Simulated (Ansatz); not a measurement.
Correlation energies of C$_{3}$H$_{5}$ClO (`CC1(Cl)CO1`) by basis set

```xyz
10

C    -0.4447   -0.3750   -1.1223
C     0.4446   -0.0180    0.0238
Cl    2.0512    0.5174   -0.5063
C    -0.0274    0.4718    1.3104
O     0.4494   -0.8647    1.1242
H    -0.0091   -1.1992   -1.6895
H    -0.5699    0.4783   -1.7894
H    -1.4199   -0.6836   -0.7419
H    -1.0955    0.5595    1.4930
H     0.6214    1.1136    1.8978
```

Total charge 0; spin multiplicity 1. All single points use the PBE0-D4/def2-TZVP geometry. Frozen core, restricted reference, the Gaussian-basis code of Ansatz. CBS rows extrapolate triple and quadruple zeta; past MP2 they add the triple-zeta difference.

```json
{"basis": "def2-SVP", "HF (Eh)": "-650.53823", "MP2 corr.": "-0.73393", "CCSD corr.": "-0.77747", "(T)": "-0.02361", "CCSD(T) total": "-651.33931"}
{"basis": "def2-TZVPP", "HF (Eh)": "-650.92047", "MP2 corr.": "-0.92950", "CCSD corr.": "-0.96608", "(T)": "-0.04203", "CCSD(T) total": "-651.92858"}
{"basis": "def2-QZVPP", "HF (Eh)": "-650.94204", "MP2 corr.": "-0.99979", "CCSD corr.": "–", "(T)": "–", "CCSD(T) total": "–"}
{"basis": "CBS(def2)", "HF (Eh)": "-650.94501", "MP2 corr.": "-1.05186", "CCSD corr.": "-1.08844", "(T)": "as TZ", "CCSD(T) total": "-652.07548"}
```
